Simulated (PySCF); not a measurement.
Metal–ligand bonds in Zn(CH3)1–Y. All species are isolated molecules in the gas phase. One relaxed conformer stands for each flexible species; it need not be the lowest. Multiplicities are imposed; where one is given, others were not computed. Strings in code marks are SMILES.

All values below come from PySCF with PBE-D3(BJ)/def2-TZVP // PBE-D3(BJ)/def2-SVP. All candidates: neutral, multiplicity 2. 

| Property | Result |
|---|---|
| dipole moment | 1.92 D |
| highest occupied spin orbital | -7.20 eV |

**Question.** Identify which member has these values.
(A) `[SH]`
(B) `C[N]C`
(C) `[NH2]`
(D) [Zn(CH3)]

**Answer.** C, `[NH2]`. The others give [Zn(CH3)]: 0.37 D, -4.17 eV; `C[N]C`: 1.70 D, -5.56 eV; `[SH]`: 0.87 D, -6.12 eV
